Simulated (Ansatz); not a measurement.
# CH4AlCl (built from SMILES [CH3][AlH][Cl]): single points off equilibrium

The task here is to estimate one member of a computed series from the others.

The runs use Ansatz 0.2.0, Gaussian basis; single points in def2-TZVPP.

Correlated methods freeze the cores.

### The system as given

7 atoms, charge 0, spin multiplicity 1.

Atoms are counted from 1 here; the program's logs count them from 0.

Bond lengths: Al1–C2 2.343 Å, Al1–Cl4 2.086 Å, C2–H5 1.053 Å, C2–H6 1.102 Å, C2–H7 1.140 Å. Angles: C2–Al1–Cl4 99.4°, Al1–C2–H5 84.3°, Al1–C2–H6 67.1°, Al1–C2–H7 169.7°, H5–C2–H6 125.7°, H5–C2–H7 105.4°, H6–C2–H7 108.5°.

Coordinates:

```mol
CH4AlCl
  3D, bonds by distance, orders not assigned

  7  5  0  0  0  0  0  0  0  0999 V2000
    0.3434   -1.6281    0.1328 Al  0  0
    0.1742    0.6303   -0.4662 C   0  0
   -0.9906   -0.2440   -0.6659 H   0  0
   -0.6450   -1.5703    1.9691 Cl  0  0
    0.7577    0.3453   -1.2946 H   0  0
    0.4462    0.4865    0.5922 H   0  0
   -0.0698    1.7316   -0.6313 H   0  0
  1  2  8  0
  1  4  8  0
  2  5  8  0
  2  6  8  0
  2  7  8  0
M  END
```

Set-up of the first run:

run/in.yaml

```yaml
crystal:
  periodic: [false, false, false]
  atoms:
    - {symbol: Al, position_ang: [0.343400, -1.628100, 0.132800]}
    - {symbol: C, position_ang: [0.174200, 0.630300, -0.466200]}
    - {symbol: H, position_ang: [-0.990600, -0.244000, -0.665900]}
    - {symbol: Cl, position_ang: [-0.645000, -1.570300, 1.969100]}
    - {symbol: H, position_ang: [0.757700, 0.345300, -1.294600]}
    - {symbol: H, position_ang: [0.446200, 0.486500, 0.592200]}
    - {symbol: H, position_ang: [-0.069800, 1.731600, -0.631300]}
basis:
  gaussian: {orbitals: def2-TZVPP}
correlation: {method: ccsd_t}
output: {forces: true}
```

No record of the launch command was kept for these runs.

Steps of the session up to this table: CCSD(T)/def2-TZVPP; PBE0-D4/def2-TZVPP; wB97M-V/def2-TZVPP; r2SCAN-D4/def2-TZVPP; PBE-D4/def2-TZVPP; r2SCANh-D4/def2-TZVPP; BHLYP-D4/def2-TZVPP.

One of the session's tables, all rows but one given; the rest of the session is left out.

```
    method  RMS force component (eV/Å)  angle to CCSD(T) forces (°)  dipole (D)
   CCSD(T)                       1.540                    reference        3.58
   PBE0-D4                           ?                            ?           ?
   wB97M-V                       1.582                          1.8        3.57
 r2SCAN-D4                       1.477                          3.0        3.54
    PBE-D4                       1.457                          5.2        3.33
r2SCANh-D4                       1.501                          3.1        3.58
  BHLYP-D4                       1.584                          5.0        3.65
```

**Question.** Estimate the row for PBE0-D4.

The run gave: RMS force component (eV/Å): 1.520; angle to CCSD(T) forces (°): 2.1; dipole (D): 3.51. In the column «RMS force component (eV/Å)» it lies between r2SCANh-D4 (1.501) and CCSD(T) (1.540).
